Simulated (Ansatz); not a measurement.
Species: CH4S, charge 1, doublet. CH4S+ (parent SMILES CS, doublet).
B3LYP-D3(BJ)/def2-TZVP minimum from Ansatz (an electronic-structure program):
```xyz
6

C     -0.0728     1.1292     0.0021
S     -0.0423    -0.6486    -0.0010
H      1.3046    -0.8249    -0.0045
H     -1.1127     1.4468     0.0051
H      0.4631     1.4888     0.8895
H      0.4590     1.4919    -0.8865
```
Charge +1, spin multiplicity 2.

Total energies in cc-pV(D+d)Z, 13 correlated electrons, 6 frozen orbitals. Open shells are spin-unrestricted; no spin-orbit coupling. Correlated methods leave the cores frozen. No relativity.

```json
[
 {"method": "HF", "program": "Ansatz", "energy (Eh)": "-437.42463", "minus CCSDT(Q) (mEh)": "306.31"},
 {"method": "MP2", "program": "Ansatz", "energy (Eh)": "-437.68220", "minus CCSDT(Q) (mEh)": "48.74"},
 {"method": "CCSD", "program": "Ansatz", "energy (Eh)": "-437.72147", "minus CCSDT(Q) (mEh)": "9.47"},
 {"method": "CCSD(T)", "program": "Ansatz", "energy (Eh)": "-437.72955", "minus CCSDT(Q) (mEh)": "1.39"},
 {"method": "CCSDT(Q)", "program": "Ansatz", "energy (Eh)": "-437.73094", "minus CCSDT(Q) (mEh)": "0.00"}
]
```

Rough core times of Ansatz's runs on a shared machine: CCSD(T) under 20 s, CCSDT(Q) 2 min.
